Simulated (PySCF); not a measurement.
## Fluorine: a sound run and one with changed settings

Sound run: F [He] 2s2 2p5, F⁺ [He] 2s2 2p4. All numbers are calculated (PySCF 2.14, the non-relativistic Hamiltonian (point nucleus), in 6-31G* (3s2p1d, 14 functions)). In the sound run the correlated levels freeze 1s2. The sound run starts from symmetry-adapted Hartree-Fock orbitals and uses a fine grid where one is needed.

Changed run: all electrons correlated in a basis built for the valence shell.

```
species   method  sound run (hartree)  changed run (hartree)  converged
      F      MP2            -99.48533              -99.48665        yes
      F  CCSD(T)            -99.49686              -99.49804        yes
     F⁺      MP2            -98.86553              -98.86671        yes
     F⁺  CCSD(T)            -98.87940              -98.88048        yes
```

Ionisation energy of F:

| method | sound run (eV) | changed run (eV) |
| --- | --- | --- |
| UHF | 15.645 | 15.645 |
| MP2 | 16.866 | 16.869 |
| SCS-MP2 | 16.816 | 16.817 |
| CCSD | 16.795 | 16.797 |
| CCSD(T) | 16.802 | 16.805 |

A valence basis has no tight correlating functions, so it recovers only part of the core correlation, and not evenly between atom and ion.

For comparison, NIST gives 17.423 eV between the lowest levels.
